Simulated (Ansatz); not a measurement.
Relaxing Cs2LiBiF6

Theory: DFT r2SCAN, scalar-relativistic, plane waves, PAW in Ansatz 0.2.0. Cutoff 500 eV, Γ-centred k mesh, Gaussian smearing, no spin polarisation in the final step.

The start is a database structure of Cs2LiBiF6, space group Fm-3m (No. 225).

```
Cs Li Bi F
1.0
     0.00000    4.54213    4.54213
     4.54213    0.00000    4.54213
     4.54213    4.54213    0.00000
Cs Li Bi F
2 1 1 6
Cartesian
  6.8132 6.8132 6.8132
  2.2711 2.2711 2.2711
  4.5421 4.5421 4.5421
  0.0000 0.0000 0.0000
  2.2988 4.5421 4.5421
  4.5421 4.5421 2.2988
  6.7855 4.5421 4.5421
  4.5421 2.2988 4.5421
  4.5421 6.7855 4.5421
  4.5421 4.5421 6.7855
```

Steps on the 4×4×4 mesh (10 atoms). 4 of 5 steps are shown, and the free energy counts from the last. Trial steps that were taken back and renewals of the plane-wave basis can be among the rows.

```json
{"step": "1", "ΔF (meV/atom)": "7.4", "V (Å³/atom)": "18.74", "P (GPa)": "-2.29", "largest force component (eV/Å)": "0.117"}
{"step": "2", "ΔF (meV/atom)": "1.6", "V (Å³/atom)": "17.71", "P (GPa)": "0.80", "largest force component (eV/Å)": "0.307"}
{"step": "3", "ΔF (meV/atom)": "-0.6", "V (Å³/atom)": "17.66", "P (GPa)": "-0.01", "largest force component (eV/Å)": "0.016"}
{"step": "5", "ΔF (meV/atom)": "0.0", "V (Å³/atom)": "17.63", "P (GPa)": "0.03", "largest force component (eV/Å)": "0.001"}
```

A final relaxation ran on a 6×6×6 mesh. The relaxed crystal, Fm-3m (No. 225):

Space group Fm-3m (No. 225). a = 8.900 Å, b = 8.900 Å, c = 8.900 Å, α = 90.00°, β = 90.00°, γ = 90.00°
```csv
atom,site,symmetry,x,y,z
Cs,8c,-43m,0.2500,0.2500,0.7500
Li,4b,m-3m,0.5000,0.0000,0.0000
Bi,4a,m-3m,0.0000,0.0000,0.0000
F,24e,4m.m,0.2559,0.0000,0.0000
```

```json
{"Volume per atom": "17.63 Å³", "Density": "5.61 g/cm³", "Energy over the elements": "-2.856 eV/atom", "Gap on the 6×6×6 mesh": "5.39 eV"}
```

Energies over the elements count from the elements' standard structures at the same level (F₂ as a molecule), with no empirical corrections.

The final run used a 6×6×6 mesh on its 10-atom cell and 0.02 eV smearing. Spin–orbit coupling is left out.

A structure relaxed within its symmetry needn't be a true minimum.

Cost: 3 runs of about 2.4 core-minutes in all, on Intel Xeon Platinum 8259CL (Skylake/Cascade Lake) (shared hosts).